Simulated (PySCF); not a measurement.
Mayer bond orders and bond lengths

2,3-butanedione, C4H6O2.
SMILES with atom numbers: `[CH3:1][C:2](=[O:3])[C:4]([CH3:5])=[O:6]` (hydrogens: H7, H8, H9 on C1; H10, H11, H12 on C5)

Structure used (PBE0-D3(BJ)/def2-TZVP), in Å, numbered top down from 1:
```xyz
12
C4H6O2 angstrom
C     -1.9553    0.0826   -0.0495
C     -0.5633    0.2188    0.4743
O     -0.2844    0.6571    1.5612
C      0.5695   -0.2312   -0.4725
C      1.9614   -0.0978    0.0528
O      0.2912   -0.6490   -1.5677
H     -2.0768    0.7169   -0.9316
H     -2.6688    0.3663    0.7211
H     -2.1321   -0.9403   -0.3885
H      2.6659   -0.5242   -0.6579
H      2.1865    0.9591    0.2196
H      2.0466   -0.5809    1.0283
```

Bond orders from the PBE0/pcSseg-2 density (PySCF). Geometry: PBE0-D3(BJ)/def2-TZVP, one conformer, isolated molecule.

Question: How far do the computed orders between heavy atoms stray from the drawn ones?

Answer: The largest departure is 0.083, at C2–C4 (drawn single, 0.917).

Question: Set the Mayer orders of the bonds between heavy atoms beside their lengths.

Answer: 
```
 bond  drawn as  length (Å)  Mayer order
C1–C2    single       1.493        0.975
C2–O3    double       1.205        1.990
C2–C4    single       1.543        0.917
C4–C5    single       1.494        0.974
C4–O6    double       1.205        1.991
```

By pair of heavy elements: C–C: lowest C2–C4 (0.917, 1.543 Å), highest C1–C2 and C4–C5 (0.975, 1.493 Å). C–O: all 2 within 0.02 of one another (1.990 to 1.991). Bonds named together lie within 0.004.

Question: And the bonds to hydrogen?

Answer: C–H: 0.96 to 1.00 (6 bonds).

Question: Sum the orders of all bonds at each heavy atom with more than one neighbour and set the sums beside the valence in the SMILES.

Answer: C1 3.909 (drawn 4), C2 3.882 (drawn 4), C4 3.882 (drawn 4), C5 3.908 (drawn 4). Orders between atoms that aren't bonded are not in these sums.

For a closed shell the Mayer order of atoms A and B is Σ (PS)μν (PS)νμ over the basis functions μ on A and ν on B, with P the density and S the overlap matrix.
